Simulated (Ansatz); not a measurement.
Compare A (`CC(O)CF`) with its isomer B (`COCCF`).

Gas-phase electronic energies from Ansatz, PBE0-D4/def2-TZVP geometries. CBS: MP2 limit from def2 TZ/QZ plus the TZ coupled-cluster correction, frozen cores. DFT in def2-TZVPP. B3LYP here is the variant with VWN-RPA as its local correlation; programs differ in this. Each species was taken in one conformer, which may not be the lowest.

**Question.** Which isomer does CCSD(T)/CBS put lower? Give the gap. (Best estimate.)

**Answer.** The calculation gave: A, by 67.4 kJ/mol.

**Question.** Give E(B) − E(A) in kJ/mol with CCSD(T)/def2-SVP, CCSD/def2-TZVPP, HF/def2-TZVPP, BLYP-D4, PBE-D4, MP2/def2-TZVPP, B3LYP. (An estimate is asked.)

**Answer.** The calculation gave: CCSD(T)/def2-SVP 59.1, CCSD/def2-TZVPP 63.8, HF/def2-TZVPP 55.1, BLYP-D4 54.0, PBE-D4 60.3, MP2/def2-TZVPP 68.8, B3LYP 56.0. None reverses the order clearly.

**Question.** Does the order hold for the free energy at 298.15 K (harmonic terms from PBE0-D4)? (An estimate is asked.)

**Answer.** Ansatz gave: Yes: G(B) − G(A) = +65.4 kJ/mol, for one conformer each.

Largest T1 diagnostic: 0.011.

From BLYP to BHLYP (50 % exact exchange), in def2-TZVPP and without D4, E(B) − E(A) moves by +5.2 kJ/mol. Leaving LDA and LC-ωPBE aside and taking each functional with its dispersion term where it has one, the values, not all of them listed here, spread over 12.6 kJ/mol, from BLYP-D4 to PBE-QIDH. LDA lies +5.7 kJ/mol from PBE without D4.
